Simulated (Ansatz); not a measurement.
Cartesian coordinates (Å):
SMILES: CC#N
```xyz
6

C     -0.4885    -0.0089     0.0112
C      0.9718     0.0178    -0.0224
N      2.1426     0.0393    -0.0493
H     -0.8480    -0.2443     1.0335
H     -0.8777    -0.7796    -0.6848
H     -0.9007     0.9760    -0.2885
```
Charge 0, multiplicity 1.

The numbers are results of frozen-core CCSD(T)/def2-TZVPP // BP86-D3(BJ)/def2-SVP (Ansatz, a program for electronic structure), not measurements.

```
Item                            Value
----------------------  -------------
HF energy               -131.97355 Ha
MP2 correlation energy    -0.51752 Ha
```

Q: Estimate the CCSD correlation energy, the (T) correction, the total energy and the T1 diagnostic.

A: 
```
Property                        Result
-----------------------  -------------
CCSD correlation energy    -0.53121 Ha
(T) correction             -0.02550 Ha
CCSD(T) total energy     -132.53026 Ha
T1 diagnostic                    0.013
```
